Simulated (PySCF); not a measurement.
**Core-level binding energies of 2-cyclobutene-1-one**

2-cyclobutene-1-one, C4H4O.
Geometry (PBE0-D3(BJ)/def2-SVP, Å), atoms numbered from 1 in this order:
```
atom  x, y, z in Å
O1     1.971    0.920   -0.594
C2     0.901    0.499   -0.270
C3    -0.426    1.075    0.093
C4    -0.943   -0.160    0.272
C5     0.320   -0.928   -0.061
H6    -0.825    2.087    0.178
H7    -1.939   -0.505    0.561
H8     0.293   -1.558   -0.966
H9     0.780   -1.500    0.762
```

The calculation used PySCF 2.14.0, delta-SCF UKS SCAN, pcX-2 on the ionised atom, pcseg-1 elsewhere, spin-free X2C. Vertical ΔSCF values, vacuum level as zero.

Question: Give the core binding energies atom by atom.

Answer: 
```
atom(s)                    environment  level  binding energy (eV)  above the level's lowest (eV)  count
     O1                  ketone oxygen   O 1s               537.84                           0.00      1
     C2         ketone carbonyl carbon   C 1s               293.50                          +2.48      1
     C3               alkene CH carbon   C 1s               291.02                           0.00      1
     C4               alkene CH carbon   C 1s               291.49                          +0.47      1
     C5  sp3 carbon next to a carbonyl   C 1s               291.31                          +0.29      1
```

The listed C 1s values span 2.48 eV, from C3 (bonded to C (double bond), C and H) to C2 (bonded to O (double bond) and 2 C). The widest gap between neighbouring values is 2.01 eV, between 291.49 and 293.50 eV.

Question: Which effective nuclear charge Zeff reproduces each element's mean 1s value in the hydrogen-like formula E = 13.606 eV × Zeff²?

Answer: C (Z = 6): mean 291.8 eV, Zeff = 4.63, Z − Zeff = 1.37; O (Z = 8): mean 537.8 eV, Zeff = 6.29, Z − Zeff = 1.71. Means run over the listed sites, weighted by atom count.

Question: What is the C 1s shift of C2 against C5?

Answer: 293.50 − 291.31 = +2.19 eV, or +211 kJ/mol.

Spin contamination (⟨S²⟩ against 0.75 for a pure doublet) is marked for C 1s of C4 (0.87), which makes this value less certain. Geometry: PBE0-D3(BJ)/def2-SVP; no solvent, vibrations or thermal averaging.
